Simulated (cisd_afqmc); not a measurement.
Input (AFQMC/CISD/cc-pVTZ; cisd_afqmc is a phaseless AFQMC code with CISD trial states that reads the integrals written by Ansatz):

Ansatz 0.2 input:
```python
import cisd_afqmc

open("ham.yaml", "w").write("""\
crystal:
  periodic: [false, false, false]
  atoms:
    - {symbol: C, position_ang: [-0.93142677, -0.09091135, 0.00145351]}
    - {symbol: O, position_ang: [-0.72481975, -1.27177619, -0.01909734]}
    - {symbol: O, position_ang: [0.00102861, 0.86771547, 0.01461126]}
    - {symbol: H, position_ang: [-1.92588670, 0.37448782, 0.01247871]}
    - {symbol: C, position_ang: [1.36673924, 0.41140192, 0.00254945]}
    - {symbol: H, position_ang: [1.97490570, 1.31077973, 0.01574845]}
    - {symbol: H, position_ang: [1.56756136, -0.20280897, 0.87923756]}
    - {symbol: H, position_ang: [1.56187404, -0.17291625, -0.89559380]}
basis:
  gaussian:
    orbitals: cc-pVTZ
magnetization: {spin_polarized: false}
correlation: {method: ccsd, electrons: outside_noble_gas, hamiltonian_folder: ham}
""")
rep = cisd_afqmc.ansatz("ham.yaml")
e_ccsd = rep["correlation"]["coupled_cluster"]["energy"]["hartree"]
out = cisd_afqmc.run("ham", e_ccsd, trial="CISD", walkers=1000, populations=1, threads=12, dt=0.005, steps=40, early=24, settle=10, least=100,
    cut=5e-5, rank_cut=2e-4, target=0.0004, seconds=1500, seed=4, memory=62639, gpu=True)
```

Output:

```
orbitals 172, occupied [12], factors 918 of 1026, rank of the doubles 611 of 1920
E(HF) = -227.876669
E(CCSD) on the cut factors = -228.692289, shift to the whole factors -0.000012
Energy of the trial state on the determinant = -228.692278
  tau behind 7.2 of longer steps, mean of the populations' last blocks
   2.0  -228.72805
   4.0  -228.72429
   6.0  -228.72613
   8.0  -228.72320
  10.0  -228.72592
  12.0  -228.72733
  14.0  -228.72685
  16.0  -228.72560
  18.0  -228.72566
  20.0  -228.72871
  22.0  -228.73083
  24.0  -228.73041
  26.0  -228.72655
  28.0  -228.72455
  30.0  -228.72679
  32.0  -228.73008
  34.0  -228.72579
  36.0  -228.73111
  38.0  -228.72950
  40.0  -228.72674
  42.0  -228.72589
  44.0  -228.72649
  46.0  -228.72691
  48.0  -228.72935
  50.0  -228.73128
  52.0  -228.72490
  54.0  -228.72617
  56.0  -228.73011
  58.0  -228.72692
  60.0  -228.72849
  62.0  -228.72613
  64.0  -228.72468
  66.0  -228.72702
  68.0  -228.72943
  70.0  -228.72693
  72.0  -228.72636
  74.0  -228.72734
  76.0  -228.72736
  78.0  -228.72861
  80.0  -228.72965
  82.0  -228.72439
blocks 400 (0 outliers left out), error by blocks joined: 1: 0.00019, 2: 0.00023, 4: 0.00028, 8: 0.00033, 16: 0.00040
E(AFQMC/CISD) = -228.72726 +/- 0.00040
```

The error still grows at the longest joins of blocks, or few joins were possible, so the printed bar may be too narrow.
